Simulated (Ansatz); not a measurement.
Results of PBEsol in Ansatz (plane waves, PAW) for KSb (P2₁/c, No. 14).

Numerical settings: plane-wave cutoff 500 eV, 6×6×4 k mesh (along the axes of the cell as run), gaussian smearing 0.02 eV, scalar-relativistic PAW data made under PBE.

Computed at the level's own relaxed cell.

Give the computed equilibrium volume per atom and band gap.


- equilibrium volume per atom = 37.38 Å³/atom
- band gap = 0.74 eV (on the SCF k mesh)

Spin–orbit coupling is not included; with these elements it can move the gap by several tenths of an eV or more.

The computed numbers hold no vibrational or temperature effects.

Ansatz is a program for electronic structure.
